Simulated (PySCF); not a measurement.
# Cl2, singlet: cost against accuracy

Geometry (MP2(full)/6-31G*, from the G2/97 set):

| atom | x (Å) | y (Å) | z (Å) |
| --- | --- | --- | --- |
| Cl | 0.0000 | 0.0000 | 0.0000 |
| Cl | 0.0000 | 0.0000 | 2.0151 |

Measured, as an electronic atomization energy: 57.9 kcal/mol (G2/97 heats of formation of molecule and atoms, with zero-point and thermal terms from B3LYP taken off; Curtiss et al., J. Chem. Phys. 106, 1063 (1997), Staroverov et al., J. Chem. Phys. 119, 12129 (2003)). The measured value holds scalar relativity and spin–orbit coupling, which all computed ones lack, and core correlation, which the wave-function levels lack. Atoms are taken at the same level; beside RHF, RMP2 and RCC rows of closed shells they are unrestricted. PySCF 2.14.0; the 6-31G* set has Cartesian d functions; a miss is computed less measured; times are wall times on shared hosts and scatter by a factor of two or so; they hold the correlated step alone (with one SCF for RCCSD(T)), and functionals start from a converged Hartree–Fock density. B3LYP has the VWN-RPA form, and B2PLYP's MP2 part freezes the cores.

| level | basis | miss (kcal/mol) | time of the run | hardware |
| --- | --- | --- | --- | --- |
| RHF | STO-3G | -39.5 | – | – |
| RCCSD(T) | STO-3G | -21.2 | 0.2 s | 1 CPU thread |
| RCCSDT(Q) | STO-3G | -21.2 | 0.85 s | 1 CPU thread |
| B3LYP | STO-3G | -4.8 | 0.73 s | 1 CPU thread |
| wB97M-V | STO-3G | 0.8 | 4.3 s | 1 CPU thread |
| B2PLYP | STO-3G | -13.1 | 0.65 s | 1 CPU thread |
| RHF | 6-31G | -70.8 | – | – |
| RCCSD(T) | 6-31G | -45.1 | 0.36 s | 1 CPU thread |
| RCCSDT(Q) | 6-31G | -44.9 | 2.8 s | 1 CPU thread |
| r2SCAN | 6-31G | -27.2 | 1.7 s | 1 CPU thread |
| B3LYP | 6-31G | -31.4 | 1.2 s | 1 CPU thread |
| wB97M-V | 6-31G | -29.4 | 7.5 s | 1 CPU thread |
| B2PLYP | 6-31G | -37.8 | 1.1 s | 1 CPU thread |
| RHF | 6-31G* | -47.5 | – | – |
| RCCSD(T) | 6-31G* | -17.5 | 0.65 s | 1 CPU thread |
| RCCSDT(Q) | 6-31G* | -17.2 | 59 s | 1 CPU thread |
| PBE | 6-31G* | -0.1 | 1.6 s | 1 CPU thread |
| r2SCAN | 6-31G* | -5.7 | 2.4 s | 1 CPU thread |
| B3LYP | 6-31G* | -9.5 | 1.9 s | 1 CPU thread |
| wB97M-V | 6-31G* | -5.7 | 9.2 s | 1 CPU thread |
| B2PLYP | 6-31G* | -12.8 | 1.8 s | 1 CPU thread |
| RHF | cc-pV(D+d)Z | -44.3 | 1.4 s | 1 CPU thread |
| RMP2 | cc-pV(D+d)Z | -11.9 | – | – |
| RCCSD(T) | cc-pV(D+d)Z | -14.5 | 1.4 s | 1 CPU thread |
| PBE | cc-pV(D+d)Z | 3.9 | 2.2 s | 1 CPU thread |
| wB97M-V | cc-pV(D+d)Z | -1.6 | 9.7 s | 1 CPU thread |
| B2PLYP | cc-pV(D+d)Z | -9.0 | 2.5 s | 1 CPU thread |
| RHF | cc-pV(T+d)Z | -39.5 | – | – |
| RMP2 | cc-pV(T+d)Z | -0.2 | – | – |
| RCCSD(T) | cc-pV(T+d)Z | -4.7 | 6.6 s | 1 CPU thread |
| PBE | cc-pV(T+d)Z | 7.5 | 4.1 s | 1 CPU thread |
| B2PLYP | cc-pV(T+d)Z | -2.9 | 4.2 s | 1 CPU thread |
| RHF | cc-pV(Q+d)Z | -39.2 | – | – |
| RMP2 | cc-pV(Q+d)Z | 3.3 | – | – |
| RCCSD(T) | cc-pV(Q+d)Z | -1.3 | 82 s | 1 CPU thread |
| PBE | cc-pV(Q+d)Z | 7.8 | 25 s | 1 CPU thread |
| r2SCAN | cc-pV(Q+d)Z | 1.7 | 26 s | 1 CPU thread |
| B3LYP | cc-pV(Q+d)Z | -2.3 | 32 s | 1 CPU thread |
| wB97M-V | cc-pV(Q+d)Z | 2.7 | 69 s | 1 CPU thread |
| B2PLYP | cc-pV(Q+d)Z | -1.6 | 49 s | 1 CPU thread |

HF's time is that of a plain UHF run. A dash: the level came out of a higher level's run.

A composite of the best parts (restricted reference, at this geometry, which isn't the minimum of the high levels):

```csv
part,kcal/mol
"Hartree–Fock limit (T, Q; exp(−5.46 √X))",18.84
"CCSD(T) correlation limit (T, Q; X⁻³)",40.19
CCSDT − CCSD(T) (DZ),0.02
(Q) (DZ),0.25
sum,59.3
sum less measured,1.4
```
